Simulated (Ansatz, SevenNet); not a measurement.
# How well does each level of theory give the formation enthalpy of zinc-blende GaSb?

Reference value: -0.22 eV/atom (measured, 298 K, not corrected to a static lattice; as tabulated in Zhang et al. (2018), doi:10.1038/s41524-018-0065-z).

| level (code) | value (eV/atom) |
|---|---|
| SevenNet-0 | -0.138 |
| LDA (Ansatz) | -0.126 |
| PBE (Ansatz) | ___ |
| PBEsol (Ansatz) | -0.123 |
| RPBE (Ansatz) | -0.192 |
| PBE-D4 (Ansatz) | -0.095 |
| r²SCAN (Ansatz) | ___ |
| r²SCANh (Ansatz) | -0.265 |
| Hartree–Fock (Ansatz) | ___ |

Q: Complete the blanks.

A: 
- PBE (Ansatz, a quantum-chemistry and plane-wave program), value (eV/atom): -0.165
- r²SCAN (Ansatz), value (eV/atom): -0.236
- Hartree–Fock (Ansatz), value (eV/atom): -0.557

Differences against the reference: SevenNet-0 +0.082 eV/atom, LDA +0.094 eV/atom, PBE +0.055 eV/atom, PBEsol +0.097 eV/atom, RPBE +0.028 eV/atom, PBE-D4 +0.125 eV/atom, r²SCAN -0.016 eV/atom, r²SCANh -0.045 eV/atom, Hartree–Fock -0.337 eV/atom.

Once the reference is moved by up to 0.030 eV/atom (a margin picked here for doubts on the reference and the settings, and for temperature and zero-point motion) and values within 0.010 eV/atom count as equal, the nearest can be r²SCAN (-0.016 eV/atom), RPBE (+0.028 eV/atom) or r²SCANh (-0.045 eV/atom). Farthest off among them: Hartree–Fock (-0.337 eV/atom).

The measured value isn't corrected to a static lattice, so vibrations enter the comparison.  Density-functional levels without +SOC have no spin–orbit coupling, which shifts binding energies of heavy elements. RPBE: an element that serves as reference has a cell well above its measured volume. Each level is taken at its own relaxed cell. Cutoffs and k meshes differ between the levels. Ansatz's density-functional and Hartree–Fock values are scalar-relativistic unless marked +SOC, with PAW data made under PBE.

Machine-learned potentials (SevenNet-0) are trained on DFT data: a solid inside that data is no test of them.

Differences are worked out from the printed values.
